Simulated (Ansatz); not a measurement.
Reaction: BSiH5 (boranylsilane, SMILES B[SiH3]) → BH2 (SMILES [BH2], doublet) + SiH3 (SMILES [SiH3], doublet) (the B-Si bond breaks)
Each species at its own B3LYP-D3(BJ)/def2-TZVP minimum (Ansatz, a quantum-chemistry and plane-wave program).

Quantity: bond dissociation energy (electronic), in kJ/mol. Radicals and triplets start from unrestricted determinants; spin-orbit coupling is neglected. CBS(X,Y): correlation extrapolated as X^-3, Hartree-Fock from the larger set (Q,5: extrapolated as (X+1)exp(-9√X)). A bracket is a step between two methods taken in the basis named. Functionals run without relativity, which enters their misses. Double hybrids freeze cores in their MP2 part. 'core' is core correlation in cc-pwCVTZ (1s frozen past Ne), 'X2C' scalar relativity in cc-pVTZ-DK, both at CCSD(T).

CCSD(T)/CBS(cc-pV(Q+d)Z,cc-pV(5+d)Z) + [CCSDT(Q) - CCSD(T)]/cc-pV(T+d)Z + core + X2C (Ansatz) gives 375.5 kJ/mol.

Q: How far off this value is PBE/def2-TZVPD (Ansatz), in which direction, and which of these levels come nearer: B3LYP/def2-TZVPD, PBE0/def2-TZVPD, wB97M-V/def2-TZVPD, B2PLYP/def2-TZVPD, CCSD(T)/CBS(cc-pV(Q+d)Z,cc-pV(5+d)Z) + core + X2C?

A: PBE gives 362.7 kJ/mol, 12.8 kJ/mol below it. Differences of the others: B3LYP/def2-TZVPD (Ansatz) -20.2; PBE0/def2-TZVPD (Ansatz) -14.4; wB97M-V/def2-TZVPD (Ansatz) 5.3; B2PLYP/def2-TZVPD (Ansatz) -15.3; CCSD(T)/CBS(cc-pV(Q+d)Z,cc-pV(5+d)Z) + core + X2C (Ansatz) -0.4 kJ/mol. Nearer than PBE: wB97M-V/def2-TZVPD, CCSD(T)/CBS(cc-pV(Q+d)Z,cc-pV(5+d)Z) + core + X2C.
